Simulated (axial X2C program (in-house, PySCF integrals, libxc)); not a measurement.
**S₂⁻: cheaper levels and CCSD(T), with spin–orbit coupling**

All values were computed with an in-house relativistic program for diatomic molecules. Two-component (2c) means X2C with spin–orbit coupling and atomic mean-field two-electron Coulomb and Gaunt terms. Basis: S dyall-av3z [9s8p3d2f] (cores contracted in-house); Gaussian nuclei, density fitting, unrestricted open shells. Masses: S 31.972 u.

State: Ω = 3/2 (⟨Sz⟩ = 0.50, ⟨Lz⟩ = 1.00 at HF); fragments S- + S.

| level | Re (Å) | ωe (cm⁻¹) | De (eV) |
| --- | --- | --- | --- |
| PBE0 | 2.008 | 598.6 | 4.02 |
| HF | 1.993 | 641.4 | 1.94 |
| MP2 | 2.017 | 581.9 | 3.97 |
| CCSD | 2.019 | 587.0 | 3.55 |
| B3LYP | 2.033 | 560.3 | 3.84 |

Correlated methods: 13 electrons correlated (number of frozen shells: S 2 s, 1 p), 195 virtual spin orbitals or spinors in MP2, 90 natural virtuals in coupled cluster.

CCSD(T), same Hamiltonian and basis:

Re = 2.030 Å, ωe = 566.7 cm⁻¹, De = 3.73 eV; T1 = 0.013 (Lee–Taylor normalisation).

Q: Give the differences from CCSD(T) in the columns below.

A: 

```csv
level,ΔRe (Å),Δωe (cm⁻¹),ΔDe (eV)
PBE0,-0.022,32,0.29
HF,-0.037,75,-1.79
MP2,-0.013,15,0.24
CCSD,-0.011,20,-0.18
B3LYP,0.003,-6,0.11
```

Occupations by symmetry block were frozen at the best pattern of an incomplete PBE0 search. Dissociation energies refer to the lowest single-determinant-based atoms at the same level and basis. Density functionals use the spin component along the axis (collinear). CCSD and (T) use frozen natural virtuals with an MP2 correction for the truncation; (T) itself is uncorrected, so its De runs slightly low. In 2c an atomic determinant is not the ground J level, so De misses part of the atomic spin–orbit lowering. This holds for PBE0, B3LYP. Without a current term, density functionals place determinants with orbital angular momentum somewhat too high. The highest occupied level of some functionals is positive through self-interaction error; at Hartree–Fock it is bound. Hartree–Fock gets electron affinities wrong, so its lowest charge split need not be the true one.
